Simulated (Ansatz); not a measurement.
The same path of ClH3Si + H2 (7 atoms, charge 0, multiplicity 1) was run twice with different band settings. Lost on the way: Si1–Cl2, H6–H7. Made: Si1–H6, Cl2–H7.

Level of theory: Ansatz, RKS revPBE-D4/def2-SVP.

Relaxed end points:

```xyz
7
Properties=species:S:1:pos:R:3
Si 0.485 0.000 -0.048
Cl 0.518 0.000 2.042
H 1.898 0.000 -0.554
H -0.228 1.233 -0.520
H -0.228 -1.233 -0.520
H -3.087 0.000 1.119
H -2.465 0.000 1.564
```

```xyz
7
Properties=species:S:1:pos:R:3
Si -0.314 0.000 -0.565
Cl -0.349 0.000 3.460
H 0.926 0.000 0.279
H -0.357 1.231 -1.425
H -0.357 -1.231 -1.425
H -1.525 0.000 0.335
H -1.130 0.000 2.423
```

Common settings: movable images 7; climbing image yes; spring 5.0 eV/Å²; optimiser quadratic models (default); force threshold 0.05 eV/Å; iteration limit 60; end points relaxed.

| run | start path |
| --- | --- |
| 1 | through a guess of the saddle point |
| 2 | straight line |

**Question.** What does each run give, and how far can it be trusted?

**Answer.** Run 1: converged after 13 iterations, highest image 2.117 eV above the first end. A vibrational analysis at the climbing image gives 2 clearly imaginary modes (977i, 140i cm⁻¹): a point of higher order. A lower path may pass nearby, or the ends, which weren't checked, may share the extra mode.
Run 2: converged after 14 iterations, highest image 2.117 eV above the first end. Another band between the same ends (7 images) ends at a top of the same energy, where a vibrational analysis finds 2 clearly imaginary modes.
The orbitals stay closed-shell, which can raise the energy where a bond breaks towards radicals; this wasn't checked here.
